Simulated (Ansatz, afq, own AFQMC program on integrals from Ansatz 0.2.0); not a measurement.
**CNO, doublet: AFQMC among the cluster methods**

```xyz
3

O     0.1879   -2.7445   -1.0355
C    -0.1772   -1.9271   -0.2746
N    -0.5580   -1.0746    0.5192
```

Connectivity, by distances: O–C–N.

Basis def2-SVP. Noble-gas cores (and the filled d shells of Ga–Kr and In–Xe) are frozen. AFQMC by an in-house program on the Cholesky factors that Ansatz 0.2.0 writes for its CCSD(T) run. ph-AFQMC/CISD is guided by a CISD state made of CCSD amplitudes; releasing the constraint for a short imaginary time cuts its bias at the price of noise, slowly where states lie close. Free projection: walkers drawn from exp(T), propagated without any constraint. Its projection time is finite, and what remains of the start isn't in its error. ± is one standard error of the sampling.

Determinant: UHF, the one that the program's search chose, which needn't be the lowest solution. The geometry is a PBE0/def2-SVP stationary point of this or a neighbouring charge and spin state.

No full CI on the walks' own integrals is used here; CCSDT(Q) serves as the reference and is uncertain by about the last step of the cluster series.

Cautions: unrestricted determinant slightly spin contaminated (⟨S²⟩ 0.85 against 0.75); the released energies get too noisy after the second time (errors over twice the walk's own, or jumping), so no released level is given (meV from the phaseless value at times in 1/Eh: -14 ± 5 at 0.24, -23 ± 5 at 0.50, -62 ± 39 at 1.00); the ph-AFQMC/HF walk drifts between its halves (2.2 errors).

The T1 diagnostic is 0.0280. The weight of the determinant in the CISD state is 0.849, the ⟨S²⟩ of the determinant is 0.850 and the size of the correlated space is 15 electrons in 39 orbitals.

```csv
level,correlation energy (eV)
MP2,-11.3362
CCSD,-11.8627
CCSD(T),-12.3217
```

(1) Estimate where phaseless AFQMC with a CISD trial lies against CCSD(T) on the same integrals.

(1) 1.72 ± 0.19 mEh below CCSD(T).

Reference: CCSDT(Q), correlation energy -12.410 eV.

```csv
level,E − E(reference) (mEh),share of correlation (%)
CCSD(T),3.25,99.29
CCSDT,2.04,99.55
ph-AFQMC/HF,1.85 ± 1.07,99.59
ph-AFQMC/CISD,1.53 ± 0.19,99.66
free AFQMC,0.49 ± 0.32,99.89
```

Free projections are given only where their last times agree within the noise and don't stop above the reference; a slow remainder of the start can still hide under it. A walk keeps the symmetry of its determinant, which the program's search chose and which needn't be the lowest solution, so a lower state of the same spin and another symmetry isn't excluded.
